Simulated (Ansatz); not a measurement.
`C1[SiH2]S1`. Charge 0, multiplicity 1. The structure was optimised at the PBE0-D4/def2-TZVP level.

```xyz
7

C     0.382    0.800    0.314
Si   -0.487   -0.719   -0.254
S     1.559   -0.393   -0.498
H     0.582    0.945    1.371
H     0.266    1.728   -0.238
H    -1.366   -0.649   -1.441
H    -0.936   -1.712    0.746
```

What is the dipole moment at ωB97M-V/def2-TZVPP? (Best estimate.)

The calculation gave: 1.77 D, with components (-1.67, 0.33, 0.49) D in this frame, pointing from negative to positive charge.

And with PBE, r2SCAN, B3LYP? (An estimate is asked.)

Ansatz gave: PBE 1.62 D, r2SCAN 1.75 D, B3LYP 1.75 D.

Give the Mulliken charges with ωB97M-V, PBE, B3LYP in def2-TZVPP. (An estimate is asked.)

The calculation gave: 
```tsv
atom	ωB97M-V	PBE	B3LYP
C1	-0.32	-0.21	-0.25
Si2	0.26	0.27	0.34
S3	-0.19	-0.21	-0.23
H4	0.14	0.12	0.12
H5	0.14	0.12	0.12
H6	-0.01	-0.05	-0.05
H7	-0.01	-0.05	-0.05
```

B3LYP here is the variant with VWN-RPA as its local correlation; programs differ in this.
